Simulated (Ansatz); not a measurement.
in.yaml

```yaml
crystal:
  periodic: [false, false, false]
  atoms:
    - {symbol: Si, position_ang: [0.000000, 0.000000, -1.780301]}
    - {symbol: C, position_ang: [0.000000, 0.000000, -0.097850]}
    - {symbol: H, position_ang: [0.000000, 0.000000, 1.878150]}
basis:
  gaussian: {orbitals: 6-31G}
magnetization: {spin_polarized: false, initial_magnetization: 1}
correlation: {method: fci, electrons: outside_noble_gas}
```

```sh
$ ansatz run in.yaml --threads 1 --pin off --events-out ev --progress --plain --max-ram 2393MiB
```

Output:

```
500 factors; integrals over basis functions are off by at most 8.2e-8 eV
mean field evaluation 1: about -8898.1213 eV, gradient 9.8e0 eV
mean field evaluation 2: about -8898.1239 eV, gradient 9.8e0 eV
mean field evaluation 4: about -8898.6784 eV, gradient 2.9e0 eV
mean field evaluation 8: about -8898.7505 eV, gradient 2.5e-1 eV
mean field evaluation 16: about -8894.1329 eV, gradient 8.0e0 eV
mean field evaluation 32: about -8898.7528 eV, gradient 2.8e-6 eV
mean field evaluation 64: about -8896.6221 eV, gradient 2.1e0 eV
mean field -8898.75282445 eV, -327.0231345071 hartree, gradient 1.5e-6 eV, S^2 0.750000; 5 other end points of the search recorded, 0 dependent functions left out
determinant -8898.75282445 eV, -327.0231345071 hartree, with singles and doubles -8903.86377097 eV, -327.2109583273 hartree
determinant -8897.13086980 eV, -326.9635287732 hartree, with singles and doubles -8902.59798701 eV, -327.1644416249 hartree
unrestricted determinant -8900.35794841 eV, -327.0821217249 hartree, S^2 1.9677
6 core orbitals not correlated: weight in the atoms' cores, before any rotation towards them, 1.000 or more for the frozen orbitals, at most 0.000 for the correlated occupied ones
reference -8898.75282445 eV, -327.0231345071 hartree; 5, 4 occupied and 13, 14 virtual orbitals, 500 factors
state -8904.19061672 eV, -327.2229696874 hartree
Total energy: -8904.19061672 eV, -327.2229696874 hartree
```

Natural occupations: 1.9724 1.9248 1.8715 1.7574 0.9729 0.2503 0.1276 0.0585 0.0285 0.0083 0.0077 0.0055 0.0051 0.0030 0.0028 0.0019 0.0013 0.0006.

Ran on 1 thread of Arm Neoverse V1, shared host: 2.4 min wall, 0.86 GiB peak host memory.
